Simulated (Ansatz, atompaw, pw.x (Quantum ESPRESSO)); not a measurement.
## Al: one change to the PAW (atompaw) potential, in the atom and in the fcc crystal

```
Element                 : aluminium (Al)
Generator               : atompaw 4.2.0.5
Type                    : PAW
Functional              : PBEsol
Relativity              : scalar-relativistic
Frozen core             : [Ne]
Valence charge          : 3
Reference configuration : 3s2 3p1
Partial waves           : 3s (bound): rc 3.00 bohr; 3s channel at 2.35 Ry: rc 2.25 bohr; 3p (bound): rc 3.00 bohr; 3p channel at 0.65 Ry: rc 3.00 bohr
Local potential         : troulliermartins scheme with l = 2 at 1 Ry, radius 2.90 bohr
Core correction         : smooth core density matched at 1.55 bohr
Augmentation charge     : besselshape compensation charge, radius 2.45 bohr; PAW radius 3.00 bohr; waves and projectors: custom polynom2 7 10 vanderbiltortho
```

Change: augmentation besselshape compensation charge, radius 2.45 bohr; PAW radius 3.00 bohr; waves and projectors: custom rrkj gramschmidtortho.

Cutoffs, loose and tight: the cutoffs (Ry, on a coarse ladder) from which the occupation-weighted sum of valence levels, in a spherical-Bessel basis at the reference potential, stays within 10 and 1 mRy of its value at 400 Ry. They see the waves and projectors alone, not the compensation charge or the core.

Crystal test: fcc Al in pw.x 7.5, no spin, 14³ k-points, Fermi–Dirac smearing 0.01 Ry, cutoffs set for each file from its atomic test. The reference is all-electron LAPW (Ansatz 0.2.0) with the same functional, mesh and smearing; V0 and B0 come from Birch–Murnaghan fits to the pressures at five volumes. Errors are pseudo minus all-electron; Δ is the rms difference of the E(V) curves that follow from these fits, minima aligned, over ±6 % about the mean V0. Mesh and smearing are coarse, so the numbers serve the comparison and aren't converged zero-temperature values; the lattice is a test structure that the element need not adopt.

All-electron: a0 = 4.015 Å (V0 = 16.18 Å³/atom), B0 = 81.2 GPa.

Question: Does the change bring the crystal closer to the all-electron result?

Answer: The mean pressure error goes from +3.26 to +1.42 GPa, so the change moves the solid closer to the all-electron pressures.

```json
{"quantity": "outcome (atom)", "base": "generated", "changed": "generated"}
{"quantity": "cutoff, loose (atom)", "base": "8 Ry", "changed": "6 Ry"}
{"quantity": "cutoff, tight (atom)", "base": "18 Ry", "changed": "6 Ry"}
{"quantity": "bound ghosts (atom)", "base": "none", "changed": "none"}
{"quantity": "cutoffs in pw.x (Ry)", "base": "40/400", "changed": "40/400"}
{"quantity": "a0 (Å)", "base": "4.065", "changed": "4.038"}
{"quantity": "a0 error (%)", "base": "+1.26", "changed": "+0.57"}
{"quantity": "B0 error (%)", "base": "-3.6", "changed": "-2.6"}
{"quantity": "Δ (meV/atom)", "base": "10.9", "changed": "4.9"}
{"quantity": "mean pressure error (GPa)", "base": "+3.26", "changed": "+1.42"}
```

Base: The largest radius (3.00 bohr) exceeds half the bond length (2.68 bohr), so the spheres overlap, which is one possible source of error among others. This is a poor potential for the solid. The logarithmic derivative shows an extra or strongly shifted pseudo pole above the reference energy (s near 0.70 Ry). Changed file: The largest radius (3.00 bohr) exceeds half the bond length (2.68 bohr), so the spheres overlap, which is one possible source of error among others. This is a poor potential for the solid.
